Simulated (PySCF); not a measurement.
## Spin states of N2

Unrestricted PBE0; PySCF, spin-free X2C with a Gaussian nucleus, basis sets N x2c-TZVPPall. Outer shells of the fragments: N 2s2 2p3; N 2s2 2p3.

Followed along the bond (rough minima from three points):

```csv
2Ms+1,unpaired,⟨S²⟩ at the start,R at minimum (Å),Te (eV)
1,none,0.00,1.09,0.00
3,π ↑↑,2.01,1.27,6.41
5,π ↑↑↑↑,6.01,none in the scan,≤ 9.26
```

Solutions found at the starting distance of 1.310 Å, counted from the lowest of them; the search is not exhaustive and high or unbound solutions are not listed, so other states can lie among these:

| 2Ms+1 | unpaired | term | E (eV) | ⟨S²⟩ | ⟨Lz²⟩ |
| --- | --- | --- | --- | --- | --- |
| 1 | none | ¹Σ⁺ | 0.00 | 0.00 | 0.00 |
| 3 | π ↑↑ | mixed | 4.09 | 2.01 | 2.01 |
| 3 | π ↑↑ | mixed | 5.13 | 2.01 | 2.00 |
| 3 | σ ↑, π ↑ | ³Π | 5.22 | 2.01 | 1.00 |
| 5 | π ↑↑↑↑ | ⁵Σ⁺ | 7.73 | 6.01 | 0.00 |
| 5 | σ ↑, π ↑↑↑ | ⁵Π | 8.50 | 6.01 | 1.00 |

A term symbol is given only where ⟨S²⟩ and ⟨Lz²⟩ are close to those of a pure state; real π, δ and φ orbitals otherwise mix terms, and g/u labels are left off.

Problem. Compare the gap between the two lowest followed solutions at the starting distance with the gap between their minima.

Solution. At PBE0 the second solution (triplet, unpaired electrons π ↑↑) lies +4.09 eV from the first (singlet, closed shell) at 1.310 Å and +6.41 eV at the minima; the two curves relax by different amounts, since their minima lie near 1.27 and 1.09 Å.

The measured ground state is X ¹Σg+ (Huber and Herzberg, Constants of Diatomic Molecules (1979)).

Counting both spins, an empty level lies below a filled one in some of these solutions, because spin and occupation are held.
